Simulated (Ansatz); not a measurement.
A nudged elastic band was laid between two geometries of H6NSi2 (9 atoms, charge 1, multiplicity 1).

These are results of RKS PBE0/def2-TZVP (Ansatz), not measurements.

* movable images: 5
* climbing image: yes
* spring: 5.0 eV/Å²
* optimiser: quadratic models (default)
* start path: through a guess of the saddle point
* force threshold: 0.03 eV/Å
* iteration limit: 60
* end points: relaxed

Image 0:

```xyz
9
Properties=species:S:1:pos:R:3
N -0.900 0.968 -1.296
Si 0.192 0.811 -0.068
Si 0.552 -1.252 1.018
H -1.467 0.209 -1.650
H -1.077 1.840 -1.780
H 0.855 2.101 0.211
H 1.989 -1.516 0.785
H -0.365 -2.199 0.350
H 0.220 -0.962 2.430
```

Image 6:

```xyz
9
Properties=species:S:1:pos:R:3
N -1.079 1.204 -0.901
Si 0.383 0.558 -0.491
Si 0.564 -1.266 0.994
H -1.967 0.867 -0.551
H -1.186 1.986 -1.535
H 1.481 1.275 -1.170
H 1.395 -0.734 2.096
H 1.238 -2.304 0.185
H -0.829 -1.586 1.372
```

Q: Which bonds break or form, and what moves?

A: No bond is made or broken. The dihedral N1–Si2–Si3–H9 goes from -121 to 0°. The two ends are copies of one structure, up to a mirror image or an exchange of like atoms.

Q: What energy profile does the band end with?

A: It converged. The highest image is number 3 of 0 to 6, 1.8 kJ/mol above the ends, which have the same energy within 2 meV. A vibrational analysis at the climbing image gives one clearly imaginary mode, 73i cm⁻¹: a first-order saddle point. Limits of this set-up: the dipole of an ion depends on the origin.

| image | path coordinate (Å) | energy (kJ/mol) | dihedral N1–Si2–Si3–H9 (°) |
| --- | --- | --- | --- |
| 0 | 0.00 | 0.0 | -121 |
| 1 | 0.64 | 0.4 | -100 |
| 2 | 1.29 | 1.3 | -80 |
| 3 | 1.93 | 1.8 | -60 |
| 4 | 2.58 | 1.4 | -40 |
| 5 | 3.22 | 0.4 | -20 |
| 6 | 3.87 | 0.0 | 0 |

Q: What is the geometry of the highest image?

A: 
```xyz
9
Properties=species:S:1:pos:R:3
N -1.052 1.064 -1.072
Si 0.351 0.720 -0.275
Si 0.585 -1.261 0.990
H -1.871 0.470 -1.070
H -1.189 1.904 -1.621
H 1.342 1.795 -0.490
H 1.958 -1.199 1.532
H 0.361 -2.337 0.000
H -0.485 -1.156 2.007
```

The band took 6 iterations and roughly 80 core-seconds.

The run took 44 s on 2 threads of Intel(R) Xeon(R) 6975P-C (Granite Rapids), on a shared host, peak memory 0.3 GiB.
